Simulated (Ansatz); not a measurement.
Rock-salt SnTe (cubic form, which distorts at low temperature), treated with B3LYP (VWN-RPA form) (PAW; Ansatz, a program for electronic structure).

Run with plane-wave cutoff 460 eV, 8×8×8 k mesh, Fermi–Dirac smearing 0.01 eV, scalar-relativistic PAW data made under PBE.

The cell has the measured lattice: a = b = c = 6.316 Å, α = β = γ = 90.00°.

Question: What does this level give for the band gap and Γ–Γ gap?

Answer: 
- band gap: 0.66 eV (on the SCF k mesh)
- Γ–Γ gap: 6.72 eV

Measured, for comparison: band gap 0.3 eV (4 K, zero-point motion not removed, bulk gap, ARPES or transport; rounded; as tabulated in Ando (2013), arXiv:1304.5693).

Note: symmetry holds this phase in the static calculation, where it need not be a minimum; cell and atoms aren't relaxed at this level (pressure 4.5 GPa).

Spin–orbit coupling is not included; with these elements it can move the gap by several tenths of an eV or more.
